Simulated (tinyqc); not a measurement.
The integration grid: Kohn-Sham TPSS on finer and finer grids in the sto-6g basis, for N2, spin multiplicity 1. Computed by the program tinyqc with PySCF. Self-consistent on each grid; the net force on the molecule should vanish.

Geometry (angstrom):

| atom | x | y | z |
|---|---|---|---|
| N | 0.0000 | 0.0000 | 0.0000 |
| N | 0.0000 | 0.0000 | 1.2420 |

Kohn-Sham energy on Becke grids (radial x angular points per atom):

| grid | points | residual of the electron count | E (hartree) | E - finest (mhartree) | largest net force without grid terms (hartree/bohr) |
|---|---|---|---|---|---|
| 10 x 14 | 280 | 1.44e-02 | -109.18047 | -19.06444 | 2.17e-13 |
| 15 x 26 | 780 | 3.70e-02 | -109.18710 | -25.69340 | 1.46e-13 |
| 20 x 50 | 2000 | 3.03e-05 | -109.16727 | -5.86481 | 1.10e-13 |
| 30 x 86 | 5160 | 5.90e-05 | -109.16136 | 0.03840 | 5.13e-13 |
| 50 x 194 | 19400 | -1.39e-06 | -109.16139 | 0.01140 | 1.07e-14 |
| 75 x 302 | 45298 | 1.11e-07 | -109.16140 | -0.00020 | 1.07e-14 |
| 120 x 590 | 141448 | -2.73e-08 | -109.16140 | 0.00000 | 1.78e-15 |

What does the comparison show, and why?

The energy is within 0.1 mhartree of the finest grid first at 30 x 86. The error has both signs, since quadrature is not variational. The net force vanishes by symmetry here, so only the electron count signals a poor grid.
